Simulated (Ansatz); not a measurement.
## Zinc-blende HgS (metastable phase)

Method: PBE (plane waves, PAW; Ansatz, a quantum-chemistry and plane-wave program).

Numerical settings: plane-wave cutoff 520 eV, 10×10×10 k mesh, Fermi–Dirac smearing 0.01 eV, scalar-relativistic PAW data made under PBE.

Cell: relaxed at this level.

| Property | Value |
|---|---|
| volume per atom | 26.88 Å³/atom |
| bulk modulus | 50.3 GPa |
| lattice constant a | 5.991 Å |
| band gap | zero (no gap) |
| pressure derivative B′ of the bulk modulus | 4.9 |

Measured, for comparison: equilibrium volume per atom 24.91 Å³/atom, lattice constant a 5.841 Å (295 K, not corrected to a static lattice; as tabulated in Cardona et al. (2009), arXiv:0908.2634). Computed (rounded) less measured: equilibrium volume per atom +7.9 %, lattice constant a +2.6 %.

Spin–orbit coupling is not included; it can open a gap where bands touch, and shift volumes and moduli.

It cost very roughly 40 core-seconds of CPU time.
